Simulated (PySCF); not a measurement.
# Working with the constants of CH⁺

RHF-CCSD(T) constants of CH⁺, ¹Σ⁺ (singlet), closed shell (PySCF, no relativity, basis sets H def2-TZVPPD, C def2-TZVPPD; masses 1.0078 and 12.0000 u):

```
ωe              : 2848.4 cm⁻¹
ωexe            : 58.2 cm⁻¹
Be              : 14.169 cm⁻¹
αe              : 0.493 cm⁻¹
D (centrifugal) : 0.00140 cm⁻¹
De to H + C⁺    : 4.18 eV
```

Problem. Give the band origin of the fundamental and the first lines of its P and R branches.

Solution. ν0 = ωe − 2ωexe = 2732.0 cm⁻¹, B0 = 13.923, B1 = 13.430 cm⁻¹.

```tsv
J″	P(J″) − ν0	R(J″) − ν0
0		26.853
1	-27.839	52.687
2	-56.631	77.468
3	-86.342	101.162
4	-116.938	123.735
5	-148.385	145.154
6	-180.650	165.386
```

Problem. Near which J would the R branch turn back, without centrifugal distortion?

Solution. At J ≈ (B0 + B1)/(2(B0 − B1)) − 1 ≈ 27.

Correlated steps freeze 1 core orbital. For an ion De counts to the pair picked by the measured ionisation energies or electron affinities, which need not be the lowest pair at this level. Where the molecule has an RHF reference, its open-shell atoms are computed with UHF.
